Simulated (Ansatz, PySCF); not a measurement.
Process, species as SMILES: [SiH3] (SiH3) → [SiH3] (SiH3) as singlet, charge +1 + e-
Structures are relaxed separately at B3LYP-D3(BJ)/def2-TZVP in Ansatz (a program for electronic structure).

Property: adiabatic ionisation energy (0 K, with B3LYP-D3(BJ) harmonic zero-point energies from PySCF), in eV. Correlated levels leave the core frozen unless marked. UHF or UKS for open shells. Spin-orbit coupling is left out. No relativistic terms. CBS marks a two-point X^-3 extrapolation of the correlation energy; Hartree-Fock from the larger set.

CCSD(T)/CBS(def2-TZVPPD,def2-QZVPPD) (Ansatz) gives 8.11 eV.

Problem. Another calculation gave 8.17 eV. Which level was it?
A) LC-wPBE/def2-TZVPD (Ansatz)
B) B2PLYP/def2-TZVPD (Ansatz)
C) CAM-B3LYP/def2-TZVPD (Ansatz)
D) HF/def2-TZVPD (PySCF)

Solution. C, CAM-B3LYP/def2-TZVPD (Ansatz). The others give 8.31 (LC-wPBE), 8.04 (B2PLYP), 7.60 (HF) eV.
